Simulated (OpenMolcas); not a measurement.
**[CF3]+ (SMILES F[C+](F)F): methods side by side**

[CF3]+ has 4 atoms, charge +1, and is taken as a singlet. SMILES: `F[C+](F)F`. The shape is that of a PBE0-D4/def2-TZVP optimisation.

```xyz
4

F     0.6986   -0.1146    1.0054
C     0.0000    0.0000    0.0000
F    -0.6095   -0.9734   -0.4394
F    -0.0890    1.0880   -0.5660
```

Each level gives the HOMO–LUMO gap (eV). The values are calculated.

```tsv
level	kind	program	value (eV)	CPU time
HF/def2-SVPD	Hartree–Fock	OpenMolcas	22.43	26 s
SVWN5/def2-SVPD	LDA	OpenMolcas	7.64	48 s
BLYP/def2-SVPD	GGA	OpenMolcas	7.76	57 s
revPBE/def2-SVPD	GGA	OpenMolcas	7.81	61 s
TPSS/def2-SVPD	meta-GGA	OpenMolcas	8.05	72 s
B3LYP/def2-SVPD	global hybrid	OpenMolcas	10.59	57 s
BHLYP/def2-SVPD	global hybrid	OpenMolcas	?	55 s
M06-2X/def2-SVPD	hybrid meta-GGA	OpenMolcas	?	75 s
```

(1) Estimate the missing values from the other rows.

Results:

(1) As computed at these levels: BHLYP/def2-SVPD: 14.95 eV; M06-2X/def2-SVPD: 14.81 eV. The values span 7.64 to 22.43 eV. Orbital gaps aren't excitation energies; they tend to grow with the share of exact exchange. Times are those of the runs behind each value, whatever else they computed, on shared processors of several kinds: orders of magnitude only.
